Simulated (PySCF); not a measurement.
# Working with the constants of LiC

UHF-CCSD(T) constants of LiC, ⁴Σ⁻ (quartet), unpaired electrons σ ↑, π ↑↑ (Li 3-21G, C 3-21G; no relativity (PySCF 2.14); masses 7.0160 and 12.0000 u):

| Quantity | Value |
| --- | --- |
| ωe | 709.7 cm⁻¹ |
| ωexe | 5.58 cm⁻¹ |
| Be | 1.0145 cm⁻¹ |
| αe | 0.0126 cm⁻¹ |
| De to Li + C | 2.15 eV |

Task: What force constant and bond length do these constants imply?

Result: Reduced mass μred = 4.4274 u; k = 5.8918×10⁻⁷·μred·ωe² (u, cm⁻¹, mdyn/Å) = 1.31 mdyn/Å; Re = √(16.8576/(μred·Be)) (u, cm⁻¹, Å) = 1.937 Å.

Task: Estimate the centrifugal constant D from the Kratzer relation and find the Dunham coefficient a1.

Result: D = 4Be³/ωe² = 8.29e-06 cm⁻¹; a1 = −1 − αeωe/(6Be²) = -2.45.

Correlated steps freeze 1 core orbital. 3-21G is very small, so such numbers show the basis as much as the molecule. The state was picked by a PBE0 search and need not be the measured ground state.
